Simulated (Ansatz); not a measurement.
A nudged elastic band was laid between two geometries of ClHMg + H4Si (8 atoms, charge 0, multiplicity 1).

Computed with Ansatz, UKS revPBE-D4/def2-SVP.

```yaml
movable_images: 9
climbing_image: yes
spring: 5.0 eV/Å²
optimiser: quadratic models (default)
start_path: through a guess of the saddle point
force_threshold: 0.05 eV/Å
iteration_limit: 60
end_points: relaxed
```

Image 0:

```xyz
8
Properties=species:S:1:pos:R:3
Mg -0.650 -1.575 -1.327
H -2.172 -1.514 -2.081
Cl 1.411 -2.022 -0.545
H -0.733 0.377 -0.089
Si 0.317 1.022 0.808
H -0.308 2.297 1.301
H 1.532 1.317 -0.017
H 0.604 0.098 1.951
```

Image 10:

```xyz
8
Properties=species:S:1:pos:R:3
Mg 0.279 -1.255 -0.138
H -1.516 -0.873 -2.011
Cl 0.112 -3.290 -1.054
H -1.547 -0.139 -1.781
Si 0.618 1.006 1.052
H -0.675 1.537 1.632
H 1.124 2.073 0.106
H 1.606 0.942 2.194
```

Q: What changes between the two ends?

A: Bonds broken: Mg1–H2, H4–Si5. Bonds formed: Mg1–Si5, H2–H4. ClHMg + H4Si becomes ClH3MgSi + H2.

Q: Give the energies along the band, and the barrier.

A: It converged. The highest image is number 5 of 0 to 10, 32.7 kcal/mol above the first end and 33.0 kcal/mol above the last; the last end lies 0.3 kcal/mol below the first. A vibrational analysis at the climbing image gives one clearly imaginary mode, 1190i cm⁻¹: a first-order saddle point. The orbitals stay closed-shell, which can raise the energy where a bond breaks towards radicals; this wasn't checked here.

| image | path coordinate (Å) | energy (kcal/mol) | Mg1–H2 (Å) | H4–Si5 (Å) | Mg1–Si5 (Å) |
| --- | --- | --- | --- | --- | --- |
| 0 | 0.00 | 0.0 | 1.70 | 1.52 | 3.50 |
| 1 | 0.59 | 0.6 | 1.70 | 1.52 | 3.63 |
| 2 | 1.17 | 1.5 | 1.70 | 1.51 | 3.70 |
| 3 | 1.76 | 4.0 | 1.70 | 1.51 | 3.56 |
| 4 | 2.34 | 14.3 | 1.72 | 1.57 | 3.18 |
| 5 | 2.93 | 32.7 | 1.84 | 1.92 | 2.85 |
| 6 | 3.77 | 8.3 | 2.36 | 2.57 | 2.59 |
| 7 | 4.61 | 0.3 | 2.76 | 3.16 | 2.57 |
| 8 | 5.46 | -0.3 | 2.63 | 3.79 | 2.58 |
| 9 | 6.30 | -0.3 | 2.62 | 3.76 | 2.58 |
| 10 | 7.14 | -0.3 | 2.62 | 3.74 | 2.58 |

Q: What is the geometry of the highest image?

A: 
```xyz
8
Properties=species:S:1:pos:R:3:forces:R:3
Mg -0.204 -1.353 -0.927 0.00 0.01 0.00
H -1.745 -0.375 -1.154 0.01 0.00 0.01
Cl 0.980 -3.171 -1.392 0.00 0.00 0.00
H -1.017 0.168 -0.443 0.00 -0.01 -0.01
Si 0.322 0.913 0.717 -0.01 0.00 0.01
H -0.592 2.074 1.030 0.00 0.00 0.00
H 1.593 1.490 0.134 0.00 0.00 -0.01
H 0.663 0.254 2.036 0.00 0.00 0.00
```

Q: What are the harmonic wavenumbers there?

A: 1190i, 65, 78, 189, 230, 245, 362, 483, 782, 861, 894, 902, 1067, 1316, 1595, 2112, 2131, 2142 cm⁻¹.

The band took 17 iterations and about 7 core-minutes.

The run took 3.7 min on 2 threads of AMD EPYC 7B13 (Zen 3), on a shared host, peak memory 0.2 GiB.
